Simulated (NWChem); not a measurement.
# [NH2]− (SMILES [NH2-]) at 6 levels

Wanted: a comparison of 6 runs (M06-2X/aug-cc-pVTZ, revPBE/aug-cc-pVTZ, M06-L/aug-cc-pVTZ, PBE/aug-cc-pVTZ, PBE0/aug-cc-pVTZ, r2SCAN/aug-cc-pVTZ) of [NH2]−. 

Program for the calculation: NWChem 7.3.0.

### 1 Starting point

The species is [NH2]− (3 atoms), meant as a singlet with charge -1. As SMILES, `[NH2-]`. The coordinates come from a PBE0-D4/def2-TZVPD relaxation.

Bond lengths: N1–H2 1.027 Å, N1–H3 1.027 Å. Angles: H2–N1–H3 101.8°.

### 2 Energy and gradient at M06-2X/aug-cc-pVTZ (run 1)

h2n.nw reads:

```
START h2n
TITLE "H2N gradient"
memory 2200 mb
charge -1
GEOMETRY units angstroms noautosym nocenter noautoz
 N        0.342200      -0.203000       0.168700
 H        0.125500       0.801200       0.156000
 H       -0.467700      -0.598200      -0.324700
END
BASIS spherical bse
 * library aug-cc-pVTZ
END
DFT
 xc m06-2x
 grid fine
 convergence energy 1e-08
 maxiter 100
 mulliken
 print low
END
TASK dft gradient
```

On the command line:

```sh
$ nwchem h2n.nw > h2n.out
```

Standard output:

```text
[...]
 d= 0,ls=0.0,diis     1    -54.8650286187 -6.24D+01  9.26D-01  4.77D+00     1.2
[...]
 d= 0,ls=0.0,diis    13    -55.8960936193 -1.59D-09  6.55D-07  1.08D-10    12.4
         Total DFT energy =      -55.896093619300
      One electron energy =      -93.250928055955
           Coulomb energy =       37.572679155974
    Exchange-Corr. energy =       -7.760697681663
 Nuclear repulsion energy =        7.542852962344
[...]
      Total Density - Mulliken Population Analysis
     ---------------------------------------------
    Atom       Charge   Shell Charges
 -----------   ------   -------------------------------------------------------
    1 N    7     8.14   1.96  0.22  0.92  0.76  0.12  0.97  1.65  1.10  0.42  0.00  0.01  0.00  0.00 -0.00
    2 H    1     0.93   0.27  0.46  0.10 -0.00  0.01  0.04  0.04  0.00  0.00
    3 H    1     0.93   0.27  0.46  0.10 -0.00  0.01  0.04  0.04  0.00  0.00
[...]
                         DFT ENERGY GRADIENTS
    atom               coordinates                        gradient
                 x          y          z           x          y          z
   1 N       0.646664  -0.383614   0.318797    0.002009  -0.001183   0.000991
   2 H       0.237161   1.514048   0.294797   -0.000662   0.001393  -0.000219
   3 H      -0.883825  -1.130434  -0.613594   -0.001347  -0.000209  -0.000773
 Task  times  cpu:       16.1s     wall:       16.1s
 Total times  cpu:       16.1s     wall:       16.1s
```

Run time: 17 s. Hardware: 1 thread of Intel Xeon Platinum 8488C (Sapphire Rapids), shared host; peak memory 0.12 GiB.

### 3 Energy and gradient at revPBE/aug-cc-pVTZ (run 2)

h2n.nw reads:

```
echo
start h2n
title "H2N"
memory 2200 mb
charge -1
geometry noautosym nocenter noautoz
 N        0.342200      -0.203000       0.168700
 H        0.125500       0.801200       0.156000
 H       -0.467700      -0.598200      -0.324700
end
basis "ao basis" spherical bse
 * library aug-cc-pVTZ
end
dft
 xc revpbe cpbe96
 grid fine
 convergence energy 1e-08
 iterations 100
 mulliken
 print low
end
task dft gradient
```

On the command line:

```sh
$ nwchem h2n.nw > h2n.out
```

Standard output:

```text
[...]
 d= 0,ls=0.0,diis     1    -54.8401461708 -6.24D+01  9.26D-01  4.80D+00     1.1
[...]
 d= 0,ls=0.0,diis    11    -55.9149424145 -4.76D-09  1.18D-07  1.80D-10     9.2
         Total DFT energy =      -55.914942414509
      One electron energy =      -93.133134545332
           Coulomb energy =       37.436207470275
    Exchange-Corr. energy =       -7.760868301796
 Nuclear repulsion energy =        7.542852962344
[...]
      Total Density - Mulliken Population Analysis
     ---------------------------------------------
    Atom       Charge   Shell Charges
 -----------   ------   -------------------------------------------------------
    1 N    7     8.24   1.96  0.23  0.92  0.64  0.08  0.98  1.67  1.14  0.60  0.00  0.01  0.01  0.00  0.00
    2 H    1     0.88   0.27  0.43  0.08  0.00  0.01  0.05  0.02  0.00  0.00
    3 H    1     0.88   0.27  0.43  0.08  0.00  0.01  0.05  0.02  0.00  0.00
[...]
                         DFT ENERGY GRADIENTS
    atom               coordinates                        gradient
                 x          y          z           x          y          z
   1 N       0.646664  -0.383614   0.318797   -0.006962   0.004139  -0.003431
   2 H       0.237161   1.514048   0.294797    0.001098  -0.007698  -0.000216
   3 H      -0.883825  -1.130434  -0.613594    0.005864   0.003560   0.003648
 Task  times  cpu:       12.7s     wall:       12.7s
 Total times  cpu:       12.7s     wall:       12.7s
```

Run time: 14 s. Hardware: 1 thread of Intel Xeon Platinum 8488C (Sapphire Rapids), shared host; peak memory 0.12 GiB.

Runs 3 to 5 aren't shown in full; the table further down has their settings and results.

### 4 Energy and gradient at r2SCAN/aug-cc-pVTZ (run 6)

h2n.xyz reads:

```xyz
3
H2N
N      0.342200    -0.203000     0.168700
H      0.125500     0.801200     0.156000
H     -0.467700    -0.598200    -0.324700
```

run.py reads:

```python
from ase.io import read
from ase.calculators.nwchem import NWChem

molecule = read('h2n.xyz')

calc = NWChem(
    label='h2n',
    theory='dft',
    memory='2200 mb',
    basis='aug-cc-pVTZ',
    basispar='spherical bse',
    charge=-1,
    dft={'xc': 'r2scan', 'mult': '1', 'grid': 'fine', 'convergence': 'energy 1e-08', 'iterations': '100', 'mulliken': None},
)
molecule.calc = calc

forces = molecule.get_forces()
print(f"energy = {molecule.get_potential_energy():.6f} eV")
print("forces (eV/A):")
for s, f in zip(molecule.symbols, forces):
    print(f"{s:2s} {f[0]:10.5f} {f[1]:10.5f} {f[2]:10.5f}")
print("dipole (e A):", molecule.get_dipole_moment().round(4))
```

On the command line:

```sh
$ export ASE_NWCHEM_COMMAND="nwchem PREFIX.nwi > PREFIX.nwo"
$ python run.py
```

Standard output:

```text
energy = -1520.892107 eV
forces (eV/A):
N     0.04273   -0.02581    0.02103
H    -0.00555    0.05065    0.00237
H    -0.03723   -0.02484   -0.02340
dipole (e A): [-0.5019  0.2977 -0.2474]
```

The calculator wrote h2n.nwi:

```
title "h2n"

permanent_dir h2n

scratch_dir h2n

start h2n

geometry units angstrom nocenter noautosym noautoz
  N  3.4220000000000000e-01 -2.0300000000000001e-01 1.6869999999999999e-01
  H  1.2550000000000000e-01 8.0120000000000002e-01 1.5600000000000000e-01
  H  -4.6770000000000000e-01 -5.9819999999999995e-01 -3.2469999999999999e-01
end

charge -1

memory 2200 mb

basis spherical bse noprint
   * library aug-cc-pVTZ
end

dft
  xc r2scan
  mult 1
  grid fine
  convergence energy 1e-08
  iterations 100
  mulliken
end

task dft gradient
```

h2n.nwo, shortened:

```text
[...]
         Total DFT energy =      -55.891754481682
[...]
  wavefunction    = closed shell
                         DFT ENERGY GRADIENTS
    atom               coordinates                        gradient
                 x          y          z           x          y          z
   1 N       0.646664  -0.383614   0.318797   -0.000831   0.000502  -0.000409
   2 H       0.237161   1.514048   0.294797    0.000108  -0.000985  -0.000046
   3 H      -0.883825  -1.130434  -0.613594    0.000724   0.000483   0.000455
[...]
```

Wall time 16 s (1 thread of Intel Xeon Platinum 8488C (Sapphire Rapids), shared host); peak memory 0.12 GiB.

### 5 Overview of the runs

| run | level | energy (Eh) | largest force (eV/Å) | wall time |
| --- | --- | --- | --- | --- |
| 1 | M06-2X/aug-cc-pVTZ | -55.896094 | 0.130 | 17 s |
| 2 | revPBE/aug-cc-pVTZ | -55.914942 | 0.452 | 14 s |
| 3 | M06-L/aug-cc-pVTZ | -55.909325 | 0.037 | 44 s |
| 4 | PBE/aug-cc-pVTZ | -55.861191 | 0.383 | 12 s |
| 5 | PBE0/aug-cc-pVTZ | -55.856354 | 0.078 | 14 s |
| 6 | r2SCAN/aug-cc-pVTZ | -55.891754 | 0.054 | 16 s |

### 6 What came out

| quantity | value |
| --- | --- |
| run 6: total energy | -55.89175 Eh |
| run 6: HOMO energy | 2.44 eV |
| run 6: LUMO energy | 3.84 eV |
| run 6: HOMO–LUMO gap (to an unbound level, set by the basis) | 1.40 eV |
| run 6: largest force on an atom | 0.054 eV/Å |

Over runs 4, 5, 6 the HOMO–LUMO gap runs from 0.77 eV (PBE/aug-cc-pVTZ) to 2.18 eV (PBE0/aug-cc-pVTZ). The empty levels of an anion lie above zero and hang on the basis. Totals of different functionals can't be ranked against each other. In runs 4, 5, 6 the HOMO lies above zero, so the outermost electron may be held by the basis alone. All runs together took 2 min, the longest 44 s.
